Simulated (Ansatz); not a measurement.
Run this with the Ansatz DFT code, driven from Python and show what comes out.

`conformers.py`
```python
'''Rank force-field conformers of C3H7NO by single points.'''

import ansatz as az
from rdkit import Chem
from rdkit.Chem import AllChem


def main() -> None:
    rd = Chem.AddHs(Chem.MolFromSmiles('CCC(N)=O'))
    ids = list(AllChem.EmbedMultipleConfs(rd, numConfs=20, randomSeed=260, pruneRmsThresh=0.4))
    field = [energy for _, energy in AllChem.MMFFOptimizeMoleculeConfs(rd)]
    distinct = {round(e, 2): i for i, e in zip(ids, field)}
    chosen = sorted(distinct.items())[:5]
    found = []
    for force_field, index in chosen:
        c3h7no = az.Crystal.molecule()
        for atom, xyz in zip(rd.GetAtoms(), rd.GetConformer(index).GetPositions()):
            c3h7no = c3h7no.atom(atom.GetSymbol(), xyz.round(5).tolist())
        base = (
            c3h7no.calculation()
            .basis(gaussian='def2-SVP')
            .functional('b3lyp')
        )
        found.append(base.run().report['free_energy_ev'])
    print('conformer   MMFF (kcal/mol)   this level (eV)')
    for (force_field, index), e in zip(chosen, found):
        print(f'{index:9d} {force_field - chosen[0][0]:17.2f} {(e - min(found)):17.3f}')


if __name__ == '__main__':
    main()
```

```console
$ python conformers.py
conformer   MMFF (kcal/mol)   this level (eV)
        0              0.00             0.000
        3              0.84             0.066
```

Notes:
- The conformers keep their force-field geometries.
- b3lyp holds the VWN-RPA fit, as in Gaussian; the form of ORCA and Turbomole is b3lyp5.
- Run time: 7.3 s on 1 thread of Arm Neoverse V1, with other jobs on the host, peak memory 0.3 GiB.
